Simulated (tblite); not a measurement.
# BrFH: the cost of one run

Computed with tblite 0.8.0 and PySCF 2.14.0; each step states its level. No surroundings beyond the atoms listed, unless a continuum is named. Atoms count from 0, parts from 1.

### 1 Starting point

3 atoms, charge -1, multiplicity 1; geometry: rigid parts in contact. Parts: 1 = atoms 0–1, `Br`, charge 0; 2 = atom 2, `[F-]`, charge -1.

### 2 Docking the parts with GFN2-xTB

What the job is given:

```
{"job": {"kind": "dock", "xc": "GFN2-xTB", "basis": "xTB"}, "charge": -1, "multiplicity": 1, "parts": [{"atoms": "0-1", "charge": 0, "multiplicity": 1}, {"atoms": "2-2", "charge": -1, "multiplicity": 1}]}
Br     0.700770    -0.002716     0.004738
H     -0.700770     0.002716    -0.004738
F     -0.589713    -2.390118     0.692866
```

Level: GFN2-xTB search for minima from random contacts, gas phase.

Run with:

```bash
$ OMP_NUM_THREADS=1 python cluster_run.py task.json out
```

This one command runs all jobs of the session in turn.

Q: Estimate the wall time of this first job on 1 thread of Arm Neoverse N1, shared host.

About 4.7 s.
